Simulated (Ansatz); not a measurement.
Born–Oppenheimer molecular dynamics of BFH4O (7 atoms, charge 0, multiplicity 1). It starts at the highest image of a converged band, a first-order saddle point between two minima.

Level of theory: RKS B3LYP-D4/def2-SVP in Ansatz.

```yaml
ensemble: NVE (velocity Verlet)
time_step: 0.5 fs
steps_asked: 200
starting_velocities_drawn_for: 100 K
seed: 6806
```

First frame:

```xyz
7
Properties=species:S:1:pos:R:3
B 0.072 -0.275 -0.076
F -0.051 0.111 1.544
H 1.136 0.147 -0.443
H -0.963 0.041 -0.609
O 0.128 -1.709 0.379
H -0.702 -2.172 0.197
H 0.021 -0.996 1.453
```

(1) How far do the bonds stretch over the last three quarters of this one trajectory? (Pairs bonded in most of those frames.)

Results:

(1) 
```json
{"bond": "B1–F2", "mean (Å)": "1.347", "spread (Å)": "0.061", "shortest": "1.25", "longest": "1.47"}
{"bond": "B1–H3", "mean (Å)": "1.209", "spread (Å)": "0.013", "shortest": "1.17", "longest": "1.24"}
{"bond": "B1–H4", "mean (Å)": "1.214", "spread (Å)": "0.019", "shortest": "1.17", "longest": "1.26"}
{"bond": "O5–H6", "mean (Å)": "0.968", "spread (Å)": "0.013", "shortest": "0.94", "longest": "0.99"}
{"bond": "O5–H7", "mean (Å)": "0.970", "spread (Å)": "0.018", "shortest": "0.94", "longest": "1.00"}
```

Mean temperature of the second half: 627 K. The conserved energy stayed within 0.14 meV per atom of its start (net change -0.087 meV per atom), so the integration is sound. The kinetic energy rose, since the run started high on the potential surface and went downhill. It ends in pieces (BFH2 + H2O), so much of that is their flight and rotation, not heat. A run of 0.1 ps of so small a system gives no equilibrium averages. The orbitals stay closed-shell, which can raise the energy where a bond breaks towards radicals; this wasn't checked here.

Run time: 3.6 min on 1 thread of Arm Neoverse V2 (shared host), peak memory 0.1 GiB.
